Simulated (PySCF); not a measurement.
**Gas-phase XPS of methylamine, computed**

Species: methylamine, CH5N.
Geometry (GFN2-xTB, Å), atoms numbered from 1 in this order:
```
atom  x, y, z in Å
C1    -0.5718    0.0399   -0.0015
N2     0.8528    0.1068    0.2753
H3    -1.0635   -0.4693    0.8268
H4    -0.8304   -0.4846   -0.9329
H5    -0.9609    1.0559   -0.0603
H6     1.2422   -0.8276    0.3448
H7     1.3349    0.5839   -0.4793
```

Computed with delta-SCF UKS SCAN, pcX-2 on the ionised atom, pcseg-1 elsewhere, spin-free X2C (PySCF 2.14.0). Vertical ΔSCF values, vacuum level as zero.

Question: List the computed XPS lines with their assignment.

Answer: 
| atom(s) | bonded to | level | binding energy (eV) | count |
| --- | --- | --- | --- | --- |
| N2 | C and 2 H | N 1s | 405.09 | 1 |
| C1 | N and 3 H | C 1s | 291.50 | 1 |

Question: Express the binding energy of C 1s of C1 in atomic units and per mole.

Answer: 291.50 eV = 10.7124 Eh = 28125 kJ/mol.

Question: Which effective nuclear charge Zeff reproduces each element's mean 1s value in the hydrogen-like formula E = 13.606 eV × Zeff²?

Answer: C (Z = 6): mean 291.5 eV, Zeff = 4.63, Z − Zeff = 1.37; N (Z = 7): mean 405.1 eV, Zeff = 5.46, Z − Zeff = 1.54. Means run over the listed sites, weighted by atom count.

Isolated species at its GFN2-xTB geometry, gas phase.
